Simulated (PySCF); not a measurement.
**M06-2X/STO-6G run of BH2Cl (SMILES BCl)**

What is the vertical singlet–triplet gap of BH2Cl at M06-2X/STO-6G? 

The calculation is run with PySCF 2.14.0.

8 further runs of the same task are left out: 8 set aside as unsound or not needed.

## 1. Starting point

The species is BH2Cl (4 atoms), meant as a singlet with charge 0. As SMILES, `BCl`. The shape is that of a PBE0-D4/def2-TZVP optimisation.

Bond lengths: B1–Cl2 1.733 Å, B1–H3 1.190 Å, B1–H4 1.190 Å. Angles: Cl2–B1–H3 118.1°, Cl2–B1–H4 118.1°, H3–B1–H4 123.7°.

## 2. A single-point energy at M06-2X/STO-6G

File calc.py:

```python
from pyscf import gto, dft

system = gto.M(
    atom='B -0.116700 0.021700 -0.075300; Cl 1.365000 -0.395300 0.721200; H -1.106200 -0.559500 0.240400; H -0.086600 0.872800 -0.906600',
    charge=0,
    max_memory=1860,
    verbose=3,
    basis='sto-6g',
)

calc0 = dft.RKS(system)
calc0.xc = 'm06-2x'
calc0.grids.level = 5
calc0.conv_tol = 1e-10
calc0.kernel()
if not calc0.converged:
    calc0 = calc0.newton().run(calc0.mo_coeff, calc0.mo_occ)

e_final = calc0.e_tot
print('Final energy', e_final)
```

Launch:

```bash
OMP_NUM_THREADS=1 python calc.py
```

Output:

```text
converged SCF energy = -484.57897830987
Final energy -484.5789783098695
```

Wall time 3 s (1 thread of Arm Neoverse V1, shared host); peak memory 0.19 GiB.

## 3. The triplet at the same level

File input.py:

```python
from pyscf import gto, dft

molecule = gto.M(
    atom='B -0.116700 0.021700 -0.075300; Cl 1.365000 -0.395300 0.721200; H -1.106200 -0.559500 0.240400; H -0.086600 0.872800 -0.906600',
    verbose=3,
    basis='sto-6g',
    max_memory=1860,
    charge=0,
    spin=2,
)

calc0 = dft.UKS(molecule)
calc0.xc = 'm06-2x'
calc0.conv_tol = 1e-10
calc0.grids.level = 5
calc0.kernel()
if not calc0.converged:
    calc0 = calc0.newton().run(calc0.mo_coeff, calc0.mo_occ)

energy = calc0.e_tot
print('E = %.10f Eh' % energy)
```

Launch:

```bash
OMP_NUM_THREADS=1 python input.py
```

Output:

```text
WARN: HOMO 0.0125771552697068 >= LUMO -0.327488586993451

WARN: HOMO -0.122374953086655 >= LUMO -0.161172766719162

WARN: HOMO -0.103278838841833 >= LUMO -0.161752553262458

WARN: HOMO -0.112314761556533 >= LUMO -0.160647003081012

WARN: HOMO -0.109427214571713 >= LUMO -0.160263898052432

WARN: HOMO -0.108934316448804 >= LUMO -0.160832181617177

WARN: HOMO -0.108820876537141 >= LUMO -0.160760726851298

WARN: HOMO -0.108817426536619 >= LUMO -0.160779101138925

WARN: HOMO -0.108817129505098 >= LUMO -0.160778509706388

WARN: HOMO -0.108817096374057 >= LUMO -0.160778540899514

converged SCF energy = -484.363064676743  <S^2> = 2.0015632  2S+1 = 3.0010419
E = -484.3630646767 Eh
```

Run time: 5.1 s. Hardware: 1 thread of Arm Neoverse V1, shared host; peak memory 0.2 GiB.

## 4. What came out

At M06-2X/STO-6G:

```
                                        quantity          value
                           singlet: total energy  -484.57898 Eh
                          singlet: dipole moment         1.15 D
                            singlet: HOMO energy       -8.61 eV
                            singlet: LUMO energy        1.60 eV
                          singlet: HOMO–LUMO gap       10.21 eV
                           triplet: total energy  -484.36306 Eh
                          triplet: dipole moment         0.03 D
     triplet: HOMO energy (highest over α and β)       -2.96 eV
                                   triplet: ⟨S²⟩          2.002
vertical energy of the triplet above the singlet       5.875 eV
```

**Reading.** At this shape the triplet lies 5.88 eV (567 kJ/mol) above the singlet. In a minimal basis such a difference can be off by several eV, whatever the method. Mulliken charges (singlet) run from -0.17 on Cl2 to +0.21 on B1. Mulliken charges (triplet) run from -0.08 on B1 to +0.04 on H3; they depend strongly on the basis.
